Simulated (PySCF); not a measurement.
Species: C₄H₆NO (doublet state).
Structure used (GFN2-xTB), in Å, numbered top down from 1:
```
atom  x, y, z in Å
C1    -0.772    1.650   -0.274
C2    -0.238    0.421   -0.010
C3    -1.043   -0.840   -0.163
N4     0.986    0.342    0.480
C5     1.939   -0.548    0.486
O6     2.751   -0.860    1.318
H7    -0.186    2.540   -0.130
H8    -1.795    1.762   -0.582
H9    -0.530   -1.514   -0.850
H10   -1.126   -1.347    0.797
H11   -2.037   -0.627   -0.542
H12    2.053   -0.981   -0.557
```

The hyperfine couplings belong to this conformer and change with its torsions.

As a line formula: `C=C(C)[N]C=O` [radical].

Method: UKS B3LYP, pcH-1 on C H N O, non-relativistic, mean-field spin-orbit, GIAO in PySCF 2.14.0. Geometry: GFN2-xTB, one conformer, isolated molecule. Couplings are sensitive to structure, and on GFN2-xTB geometries they can be far from those on DFT ones. The frame is twisted about the N4–C5 bond at this geometry (dihedral C2–N4–C5–H12 = 45°); couplings at other torsion angles weren't computed. Stability of the SCF solution: not tested. ⟨S²⟩ is 0.775 where a pure state has 0.75.

(1) The isotropic 13C couplings are +51.0, -40.2, -30.3, +2.5 MHz. Assign them to C1; C2; C3; C5.

## Answers

(1) 
| site | a_iso (MHz) | ρ(0) (bohr⁻³) | position | distance from C1 (Å) | spin population | largest \|T\| (MHz) |
| --- | --- | --- | --- | --- | --- | --- |
| C1 | +51.0 | +0.0453 | largest spin population | 0.00 | +0.67 | 101.1 |
| C2 | -40.2 | -0.0358 | 1 bond from N4 | 1.37 | -0.19 | 25.8 |
| C3 | +2.5 | +0.0022 | 2 bonds from N4 | 2.51 | +0.01 | 1.3 |
| C5 | -30.3 | -0.0269 | 1 bond from N4 | 3.57 | -0.04 | 7.9 |

ρ(0) is the spin density at the nucleus and T the dipolar tensor; entries for several nuclei are means. The largest Mulliken spin populations are on C1 (+0.67), N4 (+0.49), C2 (-0.19) and H12 (+0.08). The positive populations add up to 1.29 and the negative ones to -0.29, together 2S = 1. The angles at C1 add up to 359.9°, so it is planar; its axial dipolar tensor and the negative couplings of its protons fit spin in a p orbital normal to that plane. Main spin sites, with 60 % or more of the largest population: C1, N4; positions count bonds from the nearest.

Class means assume fast exchange of nuclei equivalent by connectivity; if that motion is slow, each nucleus keeps its own coupling. The three 1H nuclei of mean -8.3 MHz run from -12.8 to -1.5 MHz in the frozen geometry.

N4, the radical centre as drawn in `C=C(C)[N]C=O`, holds a spin population of +0.49 out of 1.

Hardware: one thread, Arm Neoverse V2 (aarch64), shared host with 96 logical CPUs at a one-minute load of 62. Cost: 33 s wall (grids of density and orbitals included), 0.74 GiB resident at most.
